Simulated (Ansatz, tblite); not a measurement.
Spin states of the cluster Mg3H4, each relaxed with r2SCAN-D4/def2-TZVP in Ansatz. Electronic energies in the gas phase.

The xTB rows come from tblite. HSE06 is defined as in plane-wave codes, on full-range PBE exchange. Correlated methods freeze 3 core orbitals; core or outer-core shells of Mg are correlated, in sets that lack core-valence functions. In the quintet, H4 and H7 lie 0.77 Å apart (atoms count from 1), so H2 has formed as a molecule. The structure comes from a short search, and lower isomers may exist.

Singlet geometry (C2v within 0.1 Å):

```tsv
atom	x (Å)	y (Å)	z (Å)
Mg1	0.5451	1.3116	0.2629
Mg2	-1.8050	-0.5378	1.8877
Mg3	0.0597	-1.1289	-0.8996
H4	0.7294	2.7841	1.1076
H5	-0.4960	0.6445	-1.1468
H6	-0.3509	-2.6746	-1.4986
H7	1.3177	-0.3990	0.2868
```

Triplet geometry (Cs within 0.1 Å):

```xyz
7

Mg   -0.848   -1.425    1.161
Mg    0.947   -0.142   -2.148
Mg    0.027    0.877    0.370
H     0.100   -0.928   -0.649
H    -1.684    0.306    0.664
H     0.848    1.510   -1.124
H     0.609   -0.199    1.726
```

Quintet geometry:

| atom | x (Å) | y (Å) | z (Å) |
| --- | --- | --- | --- |
| Mg1 | -0.7337 | 0.7444 | -1.5458 |
| Mg2 | 0.7564 | -1.8759 | -1.9971 |
| Mg3 | 0.5157 | -1.2818 | 0.8382 |
| H4 | -0.8817 | 1.7900 | 0.4512 |
| H5 | 0.7569 | -0.2967 | -0.9196 |
| H6 | 0.2609 | -0.3092 | 2.2398 |
| H7 | -0.6745 | 1.2292 | 0.9332 |

⟨S²⟩: triplet 2.00 at PBE0-D4/def2-TZVP (pure 2.00), quintet 6.00 at PBE0-D4/def2-TZVP (pure 6.00).

Run but left out: GFN2-xTB (tight binding far off the other levels).

Only these spin states were relaxed. The triplet has other bonds than the singlet, so the gap mixes isomer and spin. The quintet has other bonds than the singlet, so the gap mixes isomer and spin.

Problem. Estimate which spin state lies lowest at each of these levels, and by how much: GFN1-xTB; HF/def2-TZVP; HF/def2-TZVPP; PBE-D4/def2-TZVP; r2SCAN-D4/def2-TZVP; PBE0-D4/def2-TZVP; HSE06-D4/def2-TZVP; ωB97M-V/def2-TZVP; PBE-QIDH/def2-TZVP; RPA@PBE/def2-TZVP; MP2/def2-TZVP; CCSD/def2-TZVPP.

Solution. 
```csv
level,triplet − singlet (kJ/mol),quintet − singlet (kJ/mol),lowest of these
GFN1-xTB,247.0,806.8,singlet
HF/def2-TZVP,7.6,247.7,singlet
HF/def2-TZVPP,7.5,247.0,singlet
PBE-D4/def2-TZVP,59.9,312.2,singlet
r2SCAN-D4/def2-TZVP,30.0,283.1,singlet
PBE0-D4/def2-TZVP,51.8,314.8,singlet
HSE06-D4/def2-TZVP,52.2,314.0,singlet
ωB97M-V/def2-TZVP,102.8,417.3,singlet
PBE-QIDH/def2-TZVP,47.1,318.9,singlet
RPA@PBE/def2-TZVP,70.2,337.6,singlet
MP2/def2-TZVP,53.9,322.7,singlet
CCSD/def2-TZVPP,65.2,346.9,singlet
```

Change of the quintet − singlet gap on mixing in exact exchange, in kJ/mol: PBE to PBE0 (25 % exact exchange) 2.6. The xTB methods have no term that favours high spin, so they put low spin too low.
